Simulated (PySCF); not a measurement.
An unknown is described by computed data only.

Formula: C4H5NO.

* 13C NMR: chemical shifts (computed TMS as zero) by class: 168.6 (1 C), 154.4 (1 C), 135.6 (1 C), 133.2 (1 C) ppm [GIAO KT2/pcSseg-2]
* 1H NMR: chemical shifts (computed TMS as zero) by class: 9.36 (1 H), 7.33 (1 H), 6.72 (1 H), 5.95 (1 H), 5.84 (1 H) ppm [GIAO KT2/pcSseg-2]
* Dipole: 4.04 D [B3LYP/def2-SVPD]
* Valence photoelectron: vertical ionisation energy: 9.63 eV [ΔSCF B3LYP/def2-SVPD]
* Polarisability: 64.6 au [B3LYP/def2-SVPD]
* UV, strongest line: among the 10 lowest singlet transitions: S4 at 5.80 eV (214 nm, f = 0.479) [TDDFT B3LYP/def2-SVPD]
* UV, first state: lowest singlet excitation: 3.81 eV (325 nm, f = 0.002) [TDDFT B3LYP/def2-SVPD]
* Rotational structure: rotational constants A, B, C: 9.783, 2.090, 1.798 GHz [PBE0-D3(BJ)/def2-SVP]
* Triplet: lowest triplet excitation (Tamm–Dancoff): 3.39 eV [TDA B3LYP/def2-SVPD]

Gas-phase values; electronic properties from PySCF, density fitting. Levels stand in brackets. Geometry: PBE0-D3(BJ)/def2-SVP, one conformer, isolated molecule. NMR values are class means; diastereotopic atoms form classes of their own.

Question: What is the compound? Reason from the data.

Answer: Numbering: `[CH2:1]=[CH:2]/[CH:3]=[N:4]\[CH:5]=[O:6]`. Its formula, C4H5NO, gives 3 degrees of unsaturation: 0 rings and 3 π bonds in the structure found. 4 carbons fall into 4 classes; from least to most shielded: carbonyl carbon [C5] (168.6 ppm), imine carbon [C3] (154.4 ppm), alkene CH carbon [C2] (135.6 ppm), terminal =CH2 carbon [C1] (133.2 ppm). Hydrogen classes from least to most shielded: 1 H on a carbonyl carbon, C5 (9.36 ppm), 1 H on an imine carbon, C3 (7.33 ppm), 1 H on an alkene CH carbon, C2 (6.72 ppm), 1 H on a terminal =CH2 carbon, C1 (5.95 ppm), 1 H on a terminal =CH2 carbon, C1 (5.84 ppm). S1 is mainly HOMO→LUMO (weight 0.96); the largest Löwdin shares of the orbital it empties are 0.51 on the carbonyl oxygen, 0.22 on the imine nitrogen, 0.12 on the carbonyl carbon and 0.05 on the formyl hydrogen, of the orbital it fills 0.26 on the terminal =CH2 carbon, 0.23 on the imine nitrogen, 0.20 on the imine carbon and 0.14 on the alkene CH carbon. The optimised geometry has point group C1 and is an asymmetric top. Structure: `C=C/C=N\C=O`. Computed isomers that give other values at the same levels: `O=C=NC1CC1` (rotational constant A: 11.423 GHz; this holds for the one conformer computed); `Cc1ncco1` (rotational constant A: 9.213 GHz; this holds for the one conformer computed); `Cc1ccno1` (13C chemical shifts (computed TMS as zero) by class: 166.0 (1 C), 144.6 (1 C), 100.0 (1 C), 13.0 (1 C) ppm). The assignments are read from this structure; whether some other isomer fits the data as well wasn't checked.

The values belong to the conformer `[CH2:1]=[CH:2]/[CH:3]=[N:4]\[CH:5]=[O:6]`: C1–C2–C3–N4 -178°, C3–N4–C5–O6 -72°.
